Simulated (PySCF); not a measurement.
# Frontier levels across methods

Species: C₄H₉P.
Z-matrix (Å and degrees, PBE0-D3(BJ)/def2-SVP geometry), rows numbered from 1:
```
C 
C   1  1.3372
P   2  1.8191  1  127.65
C   3  1.8444  2  101.73  1    19.34
C   3  1.8526  2   99.28  1   122.02
H   1  1.0942  2  121.24  3   175.10
H   1  1.0943  2  122.41  3    -4.41
H   2  1.0986  1  118.50  3  -174.65
H   4  1.1001  3  109.87  2   -73.60
H   4  1.1004  3  108.56  2   169.21
H   4  1.1019  3  112.60  2    48.30
H   5  1.1012  3  112.57  2   -54.90
H   5  1.1005  3  109.26  2    66.21
H   5  1.1006  3  109.12  2  -176.43
```

Basis pcSseg-1 throughout (PySCF), one geometry. Geometry: PBE0-D3(BJ)/def2-SVP, one conformer, isolated molecule.

**Question.** How do the orbital energies, the gap and the dipole change with the method?

**Answer.** 
```json
{"method": "BLYP", "kind": "GGA", "HOMO (eV)": "-5.12", "LUMO (eV)": "-0.90", "gap (eV)": "4.22", "μ (D)": "1.07", "SCF cycles": "14"}
{"method": "B97-D", "kind": "GGA", "HOMO (eV)": "-5.23", "LUMO (eV)": "-0.95", "gap (eV)": "4.28", "μ (D)": "1.15", "SCF cycles": "14"}
{"method": "OPBE", "kind": "GGA", "HOMO (eV)": "-5.24", "LUMO (eV)": "-0.94", "gap (eV)": "4.30", "μ (D)": "1.26", "SCF cycles": "14"}
{"method": "PBE", "kind": "GGA", "HOMO (eV)": "-5.27", "LUMO (eV)": "-1.06", "gap (eV)": "4.21", "μ (D)": "1.17", "SCF cycles": "14"}
{"method": "KT2", "kind": "GGA", "HOMO (eV)": "-5.33", "LUMO (eV)": "-1.05", "gap (eV)": "4.27", "μ (D)": "1.15", "SCF cycles": "15"}
{"method": "KT3", "kind": "GGA", "HOMO (eV)": "-5.34", "LUMO (eV)": "-1.00", "gap (eV)": "4.33", "μ (D)": "1.11", "SCF cycles": "15"}
{"method": "LDA", "kind": "LDA", "HOMO (eV)": "-5.36", "LUMO (eV)": "-1.26", "gap (eV)": "4.10", "μ (D)": "1.21", "SCF cycles": "14"}
{"method": "BP86", "kind": "GGA", "HOMO (eV)": "-5.37", "LUMO (eV)": "-1.15", "gap (eV)": "4.22", "μ (D)": "1.18", "SCF cycles": "14"}
{"method": "B3LYP", "kind": "global hybrid", "HOMO (eV)": "-6.13", "LUMO (eV)": "-0.30", "gap (eV)": "5.83", "μ (D)": "1.12", "SCF cycles": "12"}
{"method": "PBE0", "kind": "global hybrid", "HOMO (eV)": "-6.32", "LUMO (eV)": "-0.09", "gap (eV)": "6.23", "μ (D)": "1.23", "SCF cycles": "12"}
{"method": "mPW1PW91", "kind": "global hybrid", "HOMO (eV)": "-6.35", "LUMO (eV)": "-0.10", "gap (eV)": "6.25", "μ (D)": "1.23", "SCF cycles": "12"}
{"method": "HF", "kind": "Hartree–Fock", "HOMO (eV)": "-8.70", "LUMO (eV)": "3.61", "gap (eV)": "12.31", "μ (D)": "1.26", "SCF cycles": "10"}
```

The HOMO spans 3.58 eV, from BLYP down to HF, and the gap runs from 4.10 eV (LDA) to 12.31 eV (HF). Over the methods BLYP (0 %), B97-D (0 %), OPBE (0 %), PBE (0 %), KT2 (0 %), KT3 (0 %), LDA (0 %), BP86 (0 %), B3LYP (20 %), PBE0 (25 %), mPW1PW91 (25 %), HF (100 %), a straight line through the gap against the share of exact exchange rises by 0.81 eV for each 10 % (correlation coefficient 1.000). The dipole ranges from 1.07 D (BLYP) to 1.26 D (HF). This basis has no diffuse functions.
